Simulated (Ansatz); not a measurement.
input.yaml

```yaml
crystal:
  periodic: [false, false, false]
  atoms:
    - { symbol: Si, position_ang: [0.393673, -0.245889, -0.495427] }
    - { symbol: "N", position_ang: [-0.249329, -0.219501, 2.455801] }
    - { symbol: H, position_ang: [-0.820198, -0.813223, 3.069966] }
    - { symbol: H, position_ang: [0.083559, 0.556654, 3.040765] }
    - { symbol: H, position_ang: [1.024837, -0.402924, -1.854158] }
    - { symbol: H, position_ang: [0.277984, 1.217243, -0.208836] }
    - { symbol: H, position_ang: [-0.943605, -0.914072, -0.527297] }
    - { symbol: H, position_ang: [1.28395, -0.903625, 0.481426] }
    - { symbol: H, position_ang: [0.598328, -0.776862, 2.21726] }
basis:
  gaussian: { orbitals: "6-31G*" }
hamiltonian:
  xc: pbe
relax:
  f_tol: 0.03
  max_steps: 50
```

Command:

```bash
$ ansatz run input.yaml --threads 1 --pin off --max-ram 2048MiB --backend cpu --events-out ev --progress --plain --runs-dir out
```

Hardware: 1 thread of Arm Neoverse V2 (shared host).

Task: Roughly how long does this run take, and how much memory?

Result: 13 s, with a peak of 0.099 GiB, for 10 ionic steps.
